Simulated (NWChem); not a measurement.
fluoromethane (CH₃F); SMILES CF

Program: NWChem. The geometry was optimised at PBE0/def2-SVP. Isotropic polarisability at PBE0/Sadlej pVTZ. A Cauchy series cut after its second term is a line in ω².

```
row      ω² (10⁻³ Ha²)  α (bohr³)
-------  -------------  ---------
static            0.00      17.23
1065 nm           1.83      17.33
589 nm            5.98      17.56
400 nm           12.97   withheld
```

### Question
Fit a straight line of the last column on the one before it, predict the withheld value, and compare with the run.

### Answer

1. Means of the 3 shown rows: x = 2.603, y = 17.373. Slope Σ(x − x̄)(y − ȳ)/Σ(x − x̄)² = 1.037/18.78 = 0.05522; intercept 17.230.
2. The shown rows scatter about the line by 0.001 (root mean square); the largest residual is 0.00, at 1065 nm.
3. At x = 12.97 (400 nm; beyond the shown range) the line gives 17.95.
4. The run gives 17.96, +0.01 from the line. The intercept estimates α(0), and the slope, 55.2 bohr³/Ha², the next Cauchy moment.
